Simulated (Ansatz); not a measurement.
## How far each method lies from RCCSDT(Q) for C₂H₆S, singlet

Geometry: MP2(full)/6-31G*, from the G2/97 set.

```xyz
9

C     1.5629    0.7481    0.0000
C     0.0486    0.8951    0.0000
S    -0.7075   -0.7626    0.0000
H    -1.9867   -0.3590    0.0000
H    -0.2764    1.4452    0.8858
H    -0.2764    1.4452   -0.8858
H     2.0351    1.7338    0.0000
H     1.9035    0.2064    0.8855
H     1.9035    0.2064   -0.8855
```

Basis cc-pV(D+d)Z; Ansatz 0.2.0. Correlated methods freeze the noble-gas cores, which leaves 20 electrons in 74 orbitals. Prefix R: restricted or restricted open-shell reference. Active spaces: frontier = (8e, 8o) about the gap.

Full CI isn't at hand for all of this; RCCSDT(Q) serves as the reference, and is uncertain by about the last step of the cluster series.

```
UHF ⟨S²⟩                          : 0.000
T1 diagnostic (RCCSD)             : 0.0077
largest doubles amplitude (RCCSD) : 0.035
```

```
                    level  E − E(RCCSDT(Q)) (mEh)  share of correlation (%)    wall time
                      RHF                  494.66                      0.00            –
                     RMP2                   63.80                     87.10            –
                     CISD                   76.74                     84.49         13 s
                    RCCSD                   15.22                     96.92            –
                 RCCSD(T)                    1.73                     99.65        2.1 s
                  BCCD(T)                    1.69                     99.66          3 s
                   RCCSDT                    0.84                     99.83            –
  CASSCF (frontier space)                  410.81                     16.95            –
  NEVPT2 (frontier space)                   69.70                     85.91  12 s (H100)
  MRCISD (frontier space)                   54.97                     88.89            –
MRCISD+Q (frontier space)                    7.92                     98.40  12 s (H100)
```

The correlation energy at RCCSDT(Q), counted from RHF, is -13.460 eV. That run took 7.5 s on 2 threads of AMD EPYC 7R13 with a shared H100 80 GB, shared host.

Times hold each run's SCF and search for its determinant on a shared host, so for small cases they say little of a method's own cost; rows without a card ran on 1 thread of AMD EPYC 7R13.

Atomization energy (electronic, same basis, no zero-point term; atoms at the same level, unrestricted beside the R rows where the molecule is a closed shell, with restricted open-shell steps beyond CCSDT(Q)) at RCCSDT(Q): 2994.5 kJ/mol. Errors of other levels:

```csv
level,error (kJ/mol)
RHF,-626.9
RMP2,7.9
CISD,-180.5
RCCSD,-28.6
RCCSD(T),-1.6
BCCD(T),-1.3
RCCSDT,-1.8
```

This basis is far from its limit, so the value isn't to be set against a measured one. Truncated CI isn't size-consistent, which counts against it in atomization.
